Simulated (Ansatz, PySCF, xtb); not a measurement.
Bonds broken one at a time in the series In CH3-H. All species are isolated molecules in the gas phase. Strings in code marks are SMILES.

Quantity: homolytic bond dissociation enthalpy at 298 K (no spin–orbit term), in eV. Enthalpy corrections at 298 K come from GFN2-xTB frequencies (xtb).

Level 1: PBE-D3(BJ)/def2-TZVP // B3LYP-D3(BJ)/def2-TZVP (PySCF)
Level 2: PBE/6-31G* (LANL2DZ on In) // B3LYP-D3(BJ)/def2-TZVP (PySCF)
Level 3: frozen-core MP2/6-31G* (LANL2DZ on In) // B3LYP-D3(BJ)/def2-TZVP (PySCF)
Level 4: HF/def2-TZVPP // B3LYP-D3(BJ)/def2-TZVP (Ansatz, an electronic-structure program)

```json
[
 {"species": "C–In bond of `[CH3][InH][CH3]`, giving `[CH3]` and `[CH3][InH]`", "level 2": "2.73", "level 3": "2.64", "level 4": "1.56"}
]
```

**Question.** What does level 1 give for each?

**Answer.** 
- C–In bond of `[CH3][InH][CH3]`, giving `[CH3]` and `[CH3][InH]`: 2.65
